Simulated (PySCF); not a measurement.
**Shapes and spin states of [S3]+**

All numbers come from PySCF, PBE0, basis S def2-TZVP (no relativity, density fitting).

Relaxations began from a few typed shapes and spin states; open shells are unrestricted. The search is not exhaustive: other isomers or separated fragments can lie lower, and high-lying points may rest on an excited occupation.

Task: Order these stationary points by electronic energy, lowest first, in kJ/mol from the lowest minimum.
A. quartet C2v: S–S 2.007 Å (×2), S–S 2.636 Å; S–S–S 48.9° (×2), S–S–S 82.1°
B. quartet C2v: S–S 1.980 Å (×2); S–S–S 121.9°
C. quartet D∞h: S–S 2.016 Å (×2); S–S–S 180.0°
D. quartet D3h: S–S 2.132 Å (×3); S–S–S 60.0° (×3)
E. doublet C2v: S–S 1.992 Å (×2), S–S 2.142 Å; S–S–S 57.5° (×2), S–S–S 65.0°

Result: E (0.0), A (81.8), B (154.5), D (157.8), C (286.3).

Task: Which of them are minima?

Result: By energy in kJ/mol, 0.0: minimum; 81.8: minimum; 154.5: minimum; 157.8: saddle point, 2 imaginary modes; 286.3: saddle point, 2 imaginary modes.

The electron or spin density has lower symmetry than the nuclear frame for the quartet D∞h at 286.3 kJ/mol.
